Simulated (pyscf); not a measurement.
Structures and frequencies: ωB97X-D3(BJ)/def2-SVP in PySCF.

**Question.** Estimate by transition-state theory the rate constant of F–W(F)(=S)=S + H• -> [F–W(=S)=S]• + HF (doublet surface; F–W broken, F–H formed) at 298 K, with ωB97M-D3(BJ)/def2-TZVP energies (ideal gas, 1 atm, RRHO with modes under 100 cm⁻¹ raised to 100, one conformer, R ln 2 for chiral ones without a mode under 150 cm⁻¹; no tunnelling).

**Answer.** The electronic barrier is 23.1 kcal/mol and the thermal terms add +5.9, so ΔG‡ = 29.0 kcal/mol. With k_BT/h = 6.21e+12 s⁻¹ and RT = 0.592 kcal/mol, and a volume of 4.06e-20 cm³ per molecule at 1 atm, k = 1.4e-28 cm³ molecule⁻¹ s⁻¹. Wigner's tunnelling factor for 2324i cm⁻¹ would be 6.24, likely too low at so high a frequency. A shift of 1 kcal/mol in the barrier changes k by a factor 5.4. On the product side the descent ends in an adduct with a F–W contact, 10.7 kcal/mol under the separated species and 39.2 kcal/mol under the saddle at ωB97X-D3(BJ)/def2-TZVP. What is counted as broken (F–W) persists as a longer contact in the product adduct; parting that adduct is a step of its own. At ωB97X-D3(BJ)/def2-TZVP the barrier from the zero used here is 25.9 kcal/mol. This is the saddle that the search found; another between the same sides may lie lower. The angle at the transferred F is 134°. Open-shell species with a d-block atom are single-reference here; other states, and whether the spin sits on metal or ligand, were not checked. Elements past Kr carry the def2 core potentials, without spin-orbit coupling.
